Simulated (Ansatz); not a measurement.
# C6: the cost of one run

Method: DFT unrestricted r2SCAN, Gaussian basis cc-pVTZ, and further levels as typed in the inputs, in Ansatz 0.2.0.

### 1 The starting structure

Bond lengths: C1–C2 1.300 Å, C2–C3 1.285 Å, C3–C4 1.285 Å, C4–C5 1.285 Å, C5–C6 1.300 Å. Angles: C1–C2–C3 180.0°, C2–C3–C4 180.0°, C3–C4–C5 180.0°, C4–C5–C6 180.0°.

Coordinates:

```xyz
6

C     0.0000    0.0000   -3.2275
C     0.0000    0.0000   -1.9275
C     0.0000    0.0000   -0.6425
C     0.0000    0.0000    0.6425
C     0.0000    0.0000    1.9275
C     0.0000    0.0000    3.2275
```

### 2 Relaxing the atoms: C6

input.yaml

```yaml
relax:
  f_tol: 0.001
  max_steps: 200
crystal:
  periodic: [false, false, false]
  atoms:
    - { symbol: C, position_ang: [0.0, 0.0, -3.2275] }
    - { symbol: C, position_ang: [0.0, 0.0, -1.9275] }
    - { symbol: C, position_ang: [0.0, 0.0, -0.6425] }
    - { symbol: C, position_ang: [0.0, 0.0, 0.6425] }
    - { symbol: C, position_ang: [0.0, 0.0, 1.9275] }
    - { symbol: C, position_ang: [0.0, 0.0, 3.2275] }
magnetization:
  spin_polarized: true
  initial_magnetization: 2
basis:
  gaussian: { orbitals: cc-pVTZ }
hamiltonian:
  xc: r2scan
```

Command:

```bash
ansatz run input.yaml --threads 4 --pin off --max-ram 6144MiB --backend cpu --events-out ev --progress --plain --runs-dir out
```

What time and memory should one allow on 4 threads of Arm Neoverse V2, shared host?

About 44 s, with a peak of 0.45 GiB.
